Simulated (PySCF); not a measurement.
C₄H₇O₂ (doublet state).
Structure used (GFN2-xTB), in Å, numbered top down from 1:
```xyz
13
C4H7O2 angstrom
C      2.0464    0.1106   -0.1898
O      0.9652   -0.1110    0.6904
C     -0.1313   -0.6850    0.1793
C     -1.4466   -0.3380    0.7448
C     -1.5949    0.6866   -0.3630
O     -1.2766    1.8573   -0.2763
H      2.8991    0.3843    0.4282
H      1.8132    0.9295   -0.8774
H      2.2798   -0.7904   -0.7660
H     -0.0389   -1.2846   -0.7160
H     -1.3619    0.1204    1.7250
H     -2.1810   -1.1362    0.7075
H     -1.9768    0.2571   -1.3046
```

The hyperfine couplings belong to this conformer and change with its torsions.

Identity: `CO[CH]CC=O` [radical].

Computed with UKS B3LYP, pcH-1 on C H O, non-relativistic, mean-field spin-orbit, GIAO in PySCF 2.14.0. One conformer (not necessarily the lowest) at the GFN2-xTB geometry, without solvent, vibrations or thermal averaging. The geometry wasn't refined by DFT: couplings that depend on bond lengths, twists or pyramidal angles can differ widely from those at the functional's own minimum. The SCF solution wasn't tested for stability.

Task: Break the g tensor into its mass correction, gauge correction and orbital-Zeeman/spin–orbit terms.

Result: 
```json
{"Δg (ppm)": "relativistic mass correction", "1": "-222", "2": "-222", "3": "-222"}
{"Δg (ppm)": "gauge correction", "1": "18", "2": "3", "3": "28"}
{"Δg (ppm)": "orbital Zeeman/spin–orbit", "1": "1507", "2": "1998", "3": "4702"}
{"Δg (ppm)": "total", "1": "1303", "2": "1778", "3": "4508"}
```

So g = 2.00362, 2.00410, 2.00683 and g_iso = 2.00485; the tensor is close to axial: the two nearest values differ by 15 % of g3 − g1. 

Task: What effective moment and Curie constant follow for a powder?

Result: With the mean of g² = 4.0194 and S(S+1) = 0.75: μ_eff = √(⟨g²⟩S(S+1)) = 1.736 μB and χT = 0.12505·⟨g²⟩·S(S+1) = 0.377 cm³ K/mol (cgs; spin-Hamiltonian part alone).

Task: What are the electron Larmor frequencies g μB B/h along the three axes at 330 mT?

Result: 9.2543, 9.2564, 9.2691 GHz for g1, g2 and g3, a range of 14.8 MHz.

Task: At 9.355 GHz, how far is the centre of the isotropic spectrum from where a free electron (g = 2.002319) resonates?

Result: B = hν/(g μB) with μB/h = 13.99624 MHz/mT gives 333.81 mT for the free electron and 333.39 mT at g_iso, 0.42 mT lower.

Task: In a frozen sample, at which fields do the three g values resonate at 9.5, 34, 94 and 263 GHz (hyperfine left aside), and which band first spreads them over more than twice a line width of 1.0 mT?

Result: 
```json
{"band": "X", "GHz": "9.5", "B(g3) mT": "338.22", "B(g2) mT": "338.68", "B(g1) mT": "338.76", "spread mT": "0.54"}
{"band": "Q", "GHz": "34.0", "B(g3) mT": "1210.48", "B(g2) mT": "1212.13", "B(g1) mT": "1212.42", "spread mT": "1.94"}
{"band": "W", "GHz": "94.0", "B(g3) mT": "3346.62", "B(g2) mT": "3351.18", "B(g1) mT": "3351.97", "spread mT": "5.35"}
{"band": "J", "GHz": "263.0", "B(g3) mT": "9363.42", "B(g2) mT": "9376.17", "B(g1) mT": "9378.39", "spread mT": "14.98"}
```

The spread grows in proportion to the frequency. W band is the first where it exceeds 2.0 mT.

The Mulliken spin populations are largest on C3 (+0.70), O6 (+0.20) and O2 (+0.10). The angles at C3 add up to 359.5°, so it is planar; its axial dipolar tensor and the negative coupling of its proton fit spin in a p orbital normal to that plane.

The HOMO–LUMO gaps are 5.13 eV among the α and 4.70 eV among the β orbitals.
